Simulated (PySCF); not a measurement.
Method: B3LYP-D3(BJ)/def2-TZVP (PySCF). Gas-phase values, no solvent. B3LYP has the VWN-RPA correlation part, as in Gaussian. 

Reference species (SMILES): `C#N` (neutral, multiplicity 1).

- HOMO–LUMO gap: 10.15 eV
- LUMO: -0.02 eV

Changed species: `N#[C][AlH2]` (X = AlH2; the reference has X = H).

Problem. Predict the effect on the HOMO–LUMO gap and LUMO.

Solution. the HOMO–LUMO gap falls by 3.88 eV, to 6.27 eV; the LUMO falls by 2.77 eV, to -2.79 eV.
